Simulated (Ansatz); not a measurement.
Mulliken charges of H₃NS (`NS`) from r2SCAN/def2-TZVPP in Ansatz (PBE0-D4/def2-TZVP geometry).

```tsv
atom	x (Å)	y (Å)	z (Å)	charge (e)
N1	-0.177	-0.507	-0.213	-0.342
S2	0.171	0.946	0.602	-0.093
H3	0.017	-1.307	0.372	0.171
H4	-1.137	-0.528	-0.526	0.171
H5	1.126	1.396	-0.235	0.094
```

Q: By hand: the dipole of these point charges (1 e Å = 4.8032 D).

A: Σ q r = (-0.041, -0.097, -0.032) e Å, of length 0.110 e Å = 0.53 D.

Q: How does the dipole of the full density compare? (Estimate.)

A: The calculation gave: (-0.111, -0.214, -0.043) e Å, 1.18 D; the point charges give 0.45 times that, at 8° from its direction.

Point charges leave out the atoms' own dipoles, such as those of lone pairs, and Mulliken's split depends on the basis, so the two needn't agree.
